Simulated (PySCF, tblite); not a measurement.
A complex of acetylene and fluoride

A gas-phase complex of acetylene and fluoride; charge -1, singlet. The structure comes from a short search (6 tight-binding starts) and was relaxed by PBE0-D3(BJ)/def2-TZVPD; another way of binding may lie lower. Frequencies by PBE0-D3(BJ)/def2-TZVPD show no clear imaginary mode.

| part | name | SMILES | atoms | charge | multiplicity |
| --- | --- | --- | --- | --- | --- |
| 1 | acetylene | C#C | 1–4 | 0 | 1 |
| 2 | fluoride | [F-] | 5 | -1 | 1 |

```xyz
5

C     0.645   -0.012   -0.093
C    -0.537   -0.185    0.156
H     1.944    0.177   -0.357
H    -1.571   -0.334    0.366
F     3.084    0.342   -0.587
```
Atom numbers follow the order of the file, from 1.

Contacts between parts, classed by geometry: H3···F5 1.175 Å (bond).

Deforming the relaxed parts to their shape here costs 22.6 kcal/mol, which the interaction energies leave out.

Interaction energies are complex less parts, with the parts frozen as they stand in it; counterpoise-corrected, in kcal/mol (PySCF). The CCSD(T) estimate is Hartree-Fock/aug-cc-pVQZ, plus the MP2 correlation part extrapolated as X⁻³ from aug-cc-pVTZ and aug-cc-pVQZ, plus CCSD(T) less MP2 in aug-cc-pVDZ; noble-gas cores are frozen. It isn't the exact limit.

Q: How strongly do the parts interact, level by level?

A: 
| level | interaction | superposition error removed |
| --- | --- | --- |
| Hartree-Fock/aug-cc-pVQZ | -46.10 | - |
| wB97M-D3(BJ)/def2-TZVPD | -45.24 | -0.10 |
| PBE0-D3(BJ)/def2-TZVPD | -47.71 | -0.10 |
| MP2/aug-cc-pVQZ | -44.27 | -1.03 |
| CCSD(T), estimated basis limit | -44.12 | - |

Q: What holds them together? Decompose the wB97M-D3(BJ)/def2-TZVPD energy: frozen parts, their antisymmetrised product, then relaxation.

A: electrostatic -63.7, Pauli repulsion +100.5, orbital relaxation -81.7, dispersion correction -0.4 kcal/mol, which sum to the value before the counterpoise correction; the Pauli term holds the exchange-correlation of the frozen density too. Of the attraction, 56 % is orbital relaxation, 44 % is electrostatic, 0 % is dispersion correction.

The parts were also relaxed and run alone, at the levels used for the complex: shieldings by PBE0/aug-pcSseg-2; core levels by delta-SCF with SCAN, aug-pcX-2 on the ionised atom and aug-pcseg-1 elsewhere, spin-free X2C.

Q: How do these values change when the complex forms?

A: 
```tsv
property	alone	in the complex	change
shielding of H3 (ppm)	30.23	14.89	-15.33
shielding of F5 (ppm)	479.9	301.6	-178.2
C2 1s core level (eV)	291.17	284.65	-6.52
F5 1s core level (eV)	680.05	683.44	+3.40
```

The core-hole state of C2 is spin-contaminated (⟨S²⟩ 0.86 against 0.75 for a pure doublet), so that value and differences from it are less sure.

The 6 runs behind this took 5.9 min in all, one thread each of Arm Neoverse N1 on a shared host, launched as `OMP_NUM_THREADS=1 python cluster_run.py task.json out`.
